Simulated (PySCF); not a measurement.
## How well do the runs reproduce experiment for F3NS?

**Experimental background.**

Beach, A photoelectron spectroscopic study of bonding in inorganic and organometallic compounds, PhD thesis, LBL 1985 lists, for the gas: N 1s binding energy of N1 406.1 eV; F 1s binding energy of F3/F4/F5 695.32 eV.

The results are set against them at the end.

Species: F3NS.
SMILES with atom numbers: `[N:1]#[S:2]([F:3])([F:4])[F:5]`

Geometry (PBE0-D3(BJ)/def2-TZVP, Å), atoms numbered from 1 in this order:
```xyz
5
F3NS angstrom
N     -1.5359   -0.3478   -0.3031
S     -1.3641    0.3972   -1.4862
F     -0.2048    0.1241   -2.4858
F     -2.4464    0.4601   -2.6011
F     -1.1337    1.9355   -1.4818
```

Runs made with PySCF (gas phase, on this PBE0-D3(BJ)/def2-TZVP geometry; non-relativistic but for the core-level run):

```csv
level,job,basis functions
"delta-SCF UKS SCAN, pcX-3 on the ionised atom, pcseg-2 elsewhere, spin-free X2C","ΔSCF core ionisation, 4 holes",219
```

## Comparison

**Core binding energies.** Delta-SCF UKS SCAN, pcX-3 on the ionised atom, pcseg-2 elsewhere, spin-free X2C (PySCF 2.14.0).

| level and atom | computed (eV) | measured (eV) | computed − measured (eV) |
| --- | --- | --- | --- |
| N 1s, N1 | 405.93 | 406.1 | -0.17 |
| F 1s, F3/F4/F5 | 695.06 | 695.32 | -0.26 |

Sources, in the order of the opening: Beach, A photoelectron spectroscopic study of bonding in inorganic and organometallic compounds, PhD thesis, LBL 1985. Against the first value of each row the mean signed difference is -0.22 eV and the largest in size -0.26 eV. The computed values are vertical, without vibrational structure; measured positions hang on the energy calibration. The first atom of each set that the bonding makes equivalent was ionised and stands for the set.

The geometry is computed, not the measured one. Where a level misses, the cause wasn't examined.
